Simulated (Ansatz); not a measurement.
## NF3, singlet: reading a ladder of total energies

Geometry: MP2(full)/6-31G*, from the G2/97 set.

```xyz
4

N     0.0000    0.0000    0.4950
F     0.0000    1.2382   -0.1216
F     1.0723   -0.6191   -0.1216
F    -1.0723   -0.6191   -0.1216
```

Basis 6-31G* (Cartesian d functions); Ansatz 0.2.0. Correlated methods freeze the noble-gas cores, which leaves 26 electrons in 56 orbitals. R marks a restricted (for open shells ROHF) determinant.

Full CI isn't at hand for all of this; RCCSDT(Q) serves as the reference, and is uncertain by about the last step of the cluster series.

Runs differ by some tens of microhartree through their thresholds, so steps under 0.03 kcal/mol mean nothing.

```csv
level,total energy (hartree)
RHF,-352.531917
RMP2,-353.226760
RCCSD,-353.235364
RCCSD(T),-353.255814
RCCSDT,-353.256671
RCCSDT(Q),-353.258852
```

Task: What is the correlation energy at RCCSDT(Q), and what share of it do RMP2 and RCCSD recover?

Result: E(corr) = -353.258852 − (-352.531917) = -0.726935 hartree = -19.781 eV. RMP2: -0.694843 / -0.726935 = 95.59 %. RCCSD: -0.703447 / -0.726935 = 96.77 %.

Task: By how many kcal/mol does RCCSD(T) miss RCCSDT(Q) (1 hartree = 627.509 kcal/mol), and which steps make up the rest?

Result: -353.255814 − (-353.258852) = 0.003038 hartree = 1.91 kcal/mol. Steps: RCCSDT − RCCSD(T) = -0.54, RCCSDT(Q) − RCCSDT = -1.37 kcal/mol. Differences between like states or geometries often cancel part of this.
